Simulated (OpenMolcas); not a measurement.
# H2O3 (trioxidane): levels of theory compared

Aim: a comparison of 6 runs (HF/cc-pVTZ, B2PLYP/cc-pVTZ, B3LYP/cc-pVTZ, BHLYP/cc-pVTZ, SVWN5/cc-pVTZ, MP2/cc-pVTZ) of H2O3 (trioxidane). 

The calculation is run with OpenMolcas 26.06.

1 further run of the same task is left out (it didn't finish).

## 1. Starting point

H2O3 has 5 atoms, charge 0, and is taken as a singlet. SMILES: `OOO`. The O3–H5 distance was set to 1.743 Å, away from the relaxed value. At this shape a bond of the SMILES string is far longer than usual.

Bond lengths: O1–O2 1.403 Å, O2–O3 1.403 Å, O1–H4 0.968 Å. Angles: O1–O2–O3 108.0°, O2–O1–H4 102.8°.

## 2. The energy at HF/cc-pVTZ (run 1)

Contents of geom.xyz:

```xyz
5

O     -1.021274    -1.379236     0.222740
O     -0.186604    -0.722846     1.139110
O      1.120136    -0.746116     0.629950
H     -1.363364    -0.651066    -0.316320
H      1.239280     0.782200    -0.199990
```

Contents of mol.inp:

```
&GATEWAY
 BasLib = $CurrDir
 Coord = geom.xyz
 Basis = cc-pVTZ
 Group = NoSym

&SEWARD

&SCF
 Thresholds = 1e-10 1e-07 1e-07 1e-05
 PrOrbitals = 0
```

The basis set cc-pVTZ is read from a file made from the Basis Set Exchange's data (not shown).

On the command line:

```console
$ export MOLCAS_MEM=1860
$ pymolcas mol.inp > mol.log
```

Output:

```text
--- Start Module: gateway ---
[...]
--- Stop Module: gateway /rc=_RC_ALL_IS_WELL_ ---
--- Start Module: seward ---
[...]
      Basis functions          118
--- Stop Module: seward /rc=_RC_ALL_IS_WELL_ ---
[...]
--- Start Module: scf ---
[...]
       Convergence after  16 Iterations
[...]
::    Total SCF energy                               -225.4601567399
[...]
      Total spin, S                                     0.0000000000
[...]
      Total electronic charge=   26.000000
      Total            charge=   -0.000000
[...]
      Dipole Moment (debye):
      Origin of the operator (angstrom)=   -0.0306   -0.9085    0.6268
                   X= -6.0009E-01               Y=  2.8283E+00               Z= -2.0272E+00           Total=  3.5312E+00
      Quadrupole Moment (debye*angstrom):
[...]
--- Stop Module: scf /rc=_RC_ALL_IS_WELL_ ---
[...]
```

It took 20 s on 1 thread of Intel Xeon Platinum 8375C at 2.90GHz (Ice Lake), shared host; peak memory 0.74 GiB.

## 3. The energy at B2PLYP/cc-pVTZ (run 2)

Contents of calc.inp:

```
>>> EXPORT MOLCAS_PRINT=2
&GATEWAY
BasLib=$CurrDir
Coord
5
angstrom
O       -1.021274      -1.379236       0.222740
O       -0.186604      -0.722846       1.139110
O        1.120136      -0.746116       0.629950
H       -1.363364      -0.651066      -0.316320
H        1.239280       0.782200      -0.199990
Basis=cc-pVTZ
Group=NoSym
&SEWARD
GridInput
Grid=UltraFine
End of Grid
&SCF
KSDFT=B2PLYP_SCF
Thresholds=1e-10 1e-07 1e-07 1e-05
PrOrbitals=1 2
&MBPT2
Frozen=3
```

The basis set cc-pVTZ is read from a file made from the Basis Set Exchange's data (not shown).

On the command line:

```console
$ export MOLCAS_MEM=1860
$ pymolcas calc.inp > calc.log
```

Output:

```text
--- Start Module: gateway ---
[...]
--- Stop Module: gateway /rc=_RC_ALL_IS_WELL_ ---
[...]
      Basis functions          118
[...]
--- Start Module: scf ---
[...]
       Convergence after  16 Iterations
[...]
::    Total KS-DFT energy                            -226.2491761031
[...]
      Total spin, S                                     0.0000000000
[...]
      Total electronic charge=   26.000000
      Total            charge=   -0.000000
[...]
      Dipole Moment (debye):
      Origin of the operator (angstrom)=   -0.0306   -0.9085    0.6268
                   X= -7.3719E-01               Y=  2.4683E+00               Z= -1.7878E+00           Total=  3.1356E+00
      Quadrupole Moment (debye*angstrom):
[...]
--- Stop Module: scf /rc=_RC_ALL_IS_WELL_ ---
[...]
--- Start Module: mbpt2 ---
[...]
 ###    WARNING: MP2 implementation intended for RHF references only         ###
 ###############################################################################
MBPT2 WARNING: Reference function according to RunFile:KS-DFT
I'll assume you know what you're doing and continue
WARNING!
Default frozen orbitals as non valence orbitals is overwritten by user input.
Default values:   3
[...]
       Reference weight ( Cref**2 )         =        0.71042
::    Total MBPT2 energy                             -227.2201871475
[...]
      Total MBPT2 calculations                           0.66      0.76
--- Stop Module: mbpt2 /rc=_RC_ALL_IS_WELL_ ---
[...]
```

Wall time 38 s (1 thread of Intel Xeon Platinum 8375C at 2.90GHz (Ice Lake), shared host); peak memory 0.74 GiB.

Runs 3 to 5 aren't shown in full; the table further down has their settings and results.

## 4. The energy at MP2/cc-pVTZ (run 6)

Contents of mol.inp:

```
* H2O3 MP2

&GATEWAY
  BasLib = $CurrDir
  Coord
  5
  bohr
  O     -1.92992816    -2.60637830     0.42091760
  O     -0.35263045    -1.36598097     2.15260593
  O      2.11675026    -1.40995490     1.19043297
  H     -2.57638457    -1.23033643    -0.59775817
  H      2.34189979     1.47814377    -0.37792633
  Basis = cc-pVTZ
  Group = NoSym

&SEWARD

&SCF
  Thresholds = 1e-10 1e-07 1e-07 1e-05
  PrOrbitals = 0

&MBPT2
  Frozen = 3
```

The basis set cc-pVTZ is read from a file made from the Basis Set Exchange's data (not shown).

On the command line:

```console
$ export MOLCAS_MEM=1860
$ pymolcas mol.inp > mol.log
```

Output:

```text
--- Start Module: gateway ---
[...]
--- Stop Module: gateway /rc=_RC_ALL_IS_WELL_ ---
[...]
      Basis functions          118
[...]
--- Start Module: scf ---
[...]
       Convergence after  16 Iterations
[...]
::    Total SCF energy                               -225.4601567406
[...]
      Total spin, S                                     0.0000000000
[...]
      Total electronic charge=   26.000000
      Total            charge=   -0.000000
[...]
      Dipole Moment (debye):
      Origin of the operator (angstrom)=   -0.0306   -0.9085    0.6268
                   X= -6.0009E-01               Y=  2.8283E+00               Z= -2.0272E+00           Total=  3.5312E+00
      Quadrupole Moment (debye*angstrom):
[...]
--- Stop Module: scf /rc=_RC_ALL_IS_WELL_ ---
[...]
--- Start Module: mbpt2 ---
[...]
WARNING!
Default frozen orbitals as non valence orbitals is overwritten by user input.
Default values:   3
[...]
       Reference weight ( Cref**2 )         =        0.81342
::    Total MBPT2 energy                             -226.2372906382
[...]
      Total MBPT2 calculations                           0.66      0.77
--- Stop Module: mbpt2 /rc=_RC_ALL_IS_WELL_ ---
[...]
```

Run time: 19 s. Hardware: 1 thread of Intel Xeon Platinum 8375C at 2.90GHz (Ice Lake), shared host; peak memory 0.74 GiB.

## 5. All runs side by side

```csv
run,level,frozen core orbitals,integration grid,energy (Eh),dipole moment (D) of the reference,HOMO energy (eV),LUMO energy (eV),wall time
1,HF/cc-pVTZ,–,–,-225.460157,3.53,-11.73,-0.35,20 s
2,B2PLYP/cc-pVTZ,3,UltraFine,-226.511349,3.14,-9.60,-2.58,38 s
3,B3LYP/cc-pVTZ,–,UltraFine,-226.658764,2.76,-8.09,-4.06,38 s
4,BHLYP/cc-pVTZ,–,UltraFine,-226.507122,3.16,-9.66,-2.90,36 s
5,SVWN5/cc-pVTZ,–,UltraFine,-225.080278,2.76,-6.93,-4.64,39 s
6,MP2/cc-pVTZ,3,–,-226.237291,3.53,-11.73,-0.35,19 s
```

## 6. Outcome

| quantity | value |
| --- | --- |
| run 6: total energy | -226.23729 Eh |
| run 6: dipole moment (mean-field density) | 3.53 D |
| run 6: HOMO energy (Hartree–Fock orbitals) | -11.73 eV |
| run 6: LUMO energy (Hartree–Fock orbitals) | -0.35 eV |
| run 6: HOMO–LUMO gap (Hartree–Fock orbitals) | 11.38 eV |
| run 6: correlation energy (3 core orbitals frozen) | -777.1 mEh |

In words: Over runs 1, 2, 3, 4, 5 the dipole moment (its size) runs from 2.76 D (SVWN5/cc-pVTZ) to 3.53 D (HF/cc-pVTZ). Over runs 1, 2, 3, 4, 5 the HOMO–LUMO gap runs from 2.30 eV (SVWN5/cc-pVTZ) to 11.38 eV (HF/cc-pVTZ). Exact exchange widens orbital gaps. For B2PLYP the log adds the whole second-order term; the table takes 0.27 of it, as the functional is defined. Totals of different functionals can't be ranked against each other. In runs 1, 2, 3, 4, 5, 6 a closed-shell determinant meets a far-stretched bond, which it describes badly. All runs together took 3.2 min, the longest 39 s.
